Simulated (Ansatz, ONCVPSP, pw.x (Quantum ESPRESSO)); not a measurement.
# Which Ga potential is closest to all-electron in the bcc crystal?

All use PBEsol, scalar-relativistic, no spin, cutoffs from each file’s atomic test, pw.x 7.5; 14³ k-points, Fermi–Dirac smearing 0.01 Ry. Δ is the rms difference from all-electron LAPW of the E(V) curves that follow from fits to the pressures, over ±6 % in volume. Mesh and smearing are coarse and serve the comparison alone. The files are a selection: those with a ghost or negative overlap were mostly not run, and those with noisy or unconverged pressures or nearly equal Δ are left out.

All-electron: a0 = 3.298 Å (V0 = 17.94 Å³/atom), B0 = 59.1 GPa.

**Question.** Rank them by Δ, smallest first.
A. optimised norm-conserving Vanderbilt (ONCV), ONCVPSP 4.0.1.1 (patched build), PBEsol; core [Ar], reference 3d10 4s2 4p1; waves: 4s: rc 1.75 bohr, ncon 4, nbas 8, qcut 3.2 1/bohr, 2 projectors, debl 3.7 Ha; 4p: rc 1.80 bohr, ncon 4, nbas 7, qcut 3.6 1/bohr, 2 projectors, debl 1.5 Ha; 3d: rc 1.40 bohr, ncon 4, nbas 9, qcut 11.4 1/bohr, 2 projectors, debl 2.3 Ha; f scattering state at 0.19 Ha: rc 1.90 bohr, ncon 4, nbas 7, qcut 6.5 1/bohr, 2 projectors, debl 2.3 Ha; local part: polynomial inside 1.30 bohr (lpopt 2, dvloc0 1 Ha); core correction: polynomial model core, fcfact 0.35.
B. optimised norm-conserving Vanderbilt (ONCV), ONCVPSP 4.0.1.1 (patched build), PBEsol; core [Ar] 3d10, reference 4s2 4p1; waves: 4s: rc 1.45 bohr, ncon 3, nbas 7, qcut 4 1/bohr, 2 projectors, debl 3.4 Ha; 4p: rc 2.65 bohr, ncon 3, nbas 6, qcut 3.3 1/bohr, 2 projectors, debl 4 Ha; d scattering state at 0.05 Ha: rc 2.45 bohr, ncon 4, nbas 8, qcut 4.3 1/bohr, 1 projector; local part: polynomial inside 1.40 bohr (lpopt 5, dvloc0 2 Ha); core correction: none.
C. optimised norm-conserving Vanderbilt (ONCV), ONCVPSP 4.0.1.1 (patched build), PBEsol; core [Ar] 3d10, reference 4s2 4p1; waves: 4s: rc 1.95 bohr, ncon 5, nbas 9, qcut 3.4 1/bohr, 2 projectors, debl 1.7 Ha; 4p: rc 1.85 bohr, ncon 4, nbas 8, qcut 5.2 1/bohr, 2 projectors, debl 1.1 Ha; d scattering state at 0.21 Ha: rc 2.10 bohr, ncon 3, nbas 7, qcut 5.1 1/bohr, 2 projectors, debl 2.4 Ha; local part: polynomial inside 1.60 bohr (lpopt 5, dvloc0 4 Ha); core correction: polynomial model core, fcfact 0.45.

**Answer.** A (0.3 meV/atom), B (1.7 meV/atom), C (6.4 meV/atom).
